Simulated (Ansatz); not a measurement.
The same path of ClH3Si + H3P (9 atoms, charge 0, multiplicity 1) was run twice with different band settings. Lost on the way: Si1–H2, P6–H9. Made: Si1–P6, H2–H9.

Computed with RKS BLYP-D4/6-31G* in Ansatz.

Relaxed end points:

```xyz
9
Properties=species:S:1:pos:R:3
Si -0.287 0.355 -0.201
H -0.476 0.274 1.274
H 1.155 0.213 -0.549
H -0.820 1.648 -0.718
Cl -1.360 -1.205 -1.101
P 1.488 -3.095 1.432
H 0.197 -3.111 0.803
H 2.089 -2.400 0.326
H 1.207 -1.870 2.133
```

```xyz
9
Properties=species:S:1:pos:R:3
Si 0.304 -0.459 -0.649
H -0.328 -0.088 2.939
H 1.295 0.316 -1.454
H -0.405 0.453 0.295
Cl -1.135 -1.219 -1.986
P 1.415 -2.047 0.552
H 0.232 -2.767 0.928
H 1.677 -2.883 -0.586
H 0.137 -0.497 3.358
```

Common settings: movable images 7; climbing image yes; spring 5.0 eV/Å²; optimiser quadratic models (default); start path through a guess of the saddle point; force threshold 0.03 eV/Å; end points relaxed.

| run | iteration limit |
| --- | --- |
| 1 | 60 |
| 2 | 6 |

**Question.** What does each run give, and how far can it be trusted?

**Answer.** Run 1: converged after 23 iterations, highest image 2.681 eV above the first end. Neighbouring images differ by up to 2.3 eV, so the band resolves the path poorly. A vibrational analysis at the climbing image gives one clearly imaginary mode, 1329i cm⁻¹: a first-order saddle point.
Run 2: not converged after 6 iterations, highest image 2.787 eV above the first end. The band didn't meet its force threshold, so its energies are provisional: the largest band force was still 0.60 eV/Å, and over the last iterations the top moved between 2.79 and 3.02 eV.
The orbitals stay closed-shell, which can raise the energy where a bond breaks towards radicals; this wasn't checked here.
